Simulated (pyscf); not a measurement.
Optimised with ωB97X-D3(BJ)/def2-SVP in PySCF. Correlated levels are frozen-core, on RHF or UHF. ΔMP2 is the change of the MP2 total energy from the triple- to the quadruple-zeta basis.

Problem. What is the homolytic dissociation enthalpy (298 K, CCSD(T)/def2-TZVPP + ΔMP2(QZVPP)) of the In–O bond of HO–InH–F, to OH• + [F–InH]•?

Solution. In–O to OH• + [F–InH]•: 375.7 kJ/mol. The radicals are drawn with the spin at the cut bond; how far it spreads was not checked. The CCSD(T) − MP2 part came from Ansatz, without density fitting, on the same reference. The frozen core leaves the outer d or s,p core shells of the metals and heavy elements correlated in the MP2 and CC values, and def2-TZVPP describes them poorly, which can shift differences by a few kcal/mol. Left out: the spin-orbit lowering of OH. Elements past Kr carry the def2 core potentials, without spin-orbit coupling.
